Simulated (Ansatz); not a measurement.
## Scan of [SiH3···H···H], doublet

Starting geometry:

```xyz
6

Si   -0.0770    0.0000    0.0000
H    -0.5719    1.3997    0.0000
H    -0.5719   -0.6999    1.2122
H    -0.5719   -0.6999   -1.2122
H     1.4076    0.0000    0.0000
H     2.4530    0.0000    0.0000
```

From there H5 is moved from one fragment to the other while all else, the fragments' distance too, stays fixed; atoms are numbered as listed. Energies are in kcal/mol, counted from the starting geometry at the same level. Kohn–Sham curves are unrestricted where that lies lower.

Basis cc-pVDZ; Ansatz 0.2.0. Only valence electrons are correlated (noble-gas cores frozen). R marks a restricted (for open shells ROHF) determinant, U an unrestricted one.

In so small a basis the reference is far from its limit while semilocal and hybrid functionals are nearer theirs (RPA and double hybrids share much of the reference's basis error), so the functionals' errors here hold much of the reference's basis and frozen-core error, which can add to them or hide them.

Full CI isn't at hand for all of this; UCCSDT(Q) serves as the reference, and is uncertain by about the last step of the cluster series.

```tsv
distance Si1-H5 (Å)	UCCSDT(Q)	PBE	revPBE	r2SCAN	PBE0	B3LYP	wB97M-V	B2PLYP	RPA-PBE
1.381	4.6	6.6	6.7	5.8	5.8	5.7	5.3	5.0	5.0
1.485	0.0	0.0	0.0	0.0	0.0	0.0	0.0	0.0	0.0
1.528	-1.2	-1.8	-1.9	-1.6	-1.6	-1.5	-1.4	-1.3	-1.4
1.570	-2.1	-3.2	-3.4	-2.8	-2.8	-2.8	-2.6	-2.3	-2.5
1.613	-3.0	-4.4	-4.6	-3.8	-3.9	-3.8	-3.6	-3.2	-3.5
1.656	-3.8	-5.2	-5.5	-4.6	-4.7	-4.6	-4.5	-4.0	-4.4
1.699	-4.4	-5.6	-6.0	-5.1	-5.1	-5.1	-5.0	-4.5	-5.0
1.742	-4.5	-5.4	-5.9	-5.0	-5.1	-5.0	-5.1	-4.5	-5.1
1.785	-4.0	-4.2	-4.9	-4.0	-4.1	-4.1	-4.3	-3.8	-4.4
```
